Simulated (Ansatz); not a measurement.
in.yaml

```yaml
crystal:
  periodic: [false, false, false]
  atoms:
    - {symbol: N, position_ang: [0.000000, 0.000000, 0.000000]}
    - {symbol: S, position_ang: [0.000000, 0.000000, 1.531000]}
basis:
  gaussian: {orbitals: pcseg-2}
total_charge: 1
magnetization: {spin_polarized: false}
hamiltonian: {xc: {name: PBE}}
correlation: {method: ccsd_t, electrons: all}
accuracy: high
frozen_core: true
```

```sh
$ ansatz run in.yaml --threads 1 --pin off --events-out ev --progress --plain --max-ram 2393MiB
```

One thing in this input was set wrong on purpose, beside settings that are merely unusual. What is the gravest fault, and what does the program do?

Unknown input key. How the run ends: refused.
```
Error: YAML parse error: error: line 13 column 1: unknown field `frozen_core`, expected one of crystal, accuracy, basis, kpoints, hamiltonian, magnetization, projection, total_charge, correlation, batch, efield, external_charges, scf, relax, neb, saddle, md, ramp, phonons, dielectric, real_time, elastic, magnetic_configurations, gw, evaluate, workflow, output, checkpoint, execution
  --> <input>:13:1
   |
11 | correlation: {method: ccsd_t, electrons: all}
12 | accuracy: high
13 | frozen_core: true
   | ^ unknown field `frozen_core`, expected one of crystal, accuracy, basis, kpoints, hamiltonian, magnetization, projection, total_charge, correlation, batch, efield, external_charges, scf, relax, neb, saddle, md, ramp, phonons, dielectric, real_time, elastic, magnetic_configurations, gw, evaluate, workflow, output, checkpoint, execution
```
